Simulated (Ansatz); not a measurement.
## CH3OS−: structure from calculated spectroscopic constants

These gas-phase data were calculated for one isomer of CH3OS− at r2SCAN-D4/def2-SVPD (harmonic, unscaled wavenumbers; equilibrium rotational constants with average atomic masses):

* rotational constants: 37.11, 5.804, 5.185 GHz
* all wavenumbers above 1500 cm⁻¹: 3706, 2972, 2942

Candidates:

(1) `CO[S-]`, a singlet
(2) `OC[S-]`, a singlet

Which candidate do the data belong to?

Candidate (2). The band at 3706 cm⁻¹ lies where the O–H stretch is expected; (1) has no mode between 3300 and 4000 cm⁻¹.

The same quantities for all candidates:

|  | rotational constants (GHz) | wavenumbers above 1500 cm⁻¹ | E above the lowest, r2SCAN-D4/def2-SVPD (kcal/mol) |
| --- | --- | --- | --- |
| (1) | 43.47, 6.088, 5.528 | 2983, 2936, 2890 | 27.1 |
| (2) | 37.11, 5.804, 5.185 | 3706, 2972, 2942 | 0.0 |

Harmonic stretches to hydrogen usually lie a few per cent above observed fundamentals. Each candidate is one conformer. Programs: Ansatz 0.2.0.
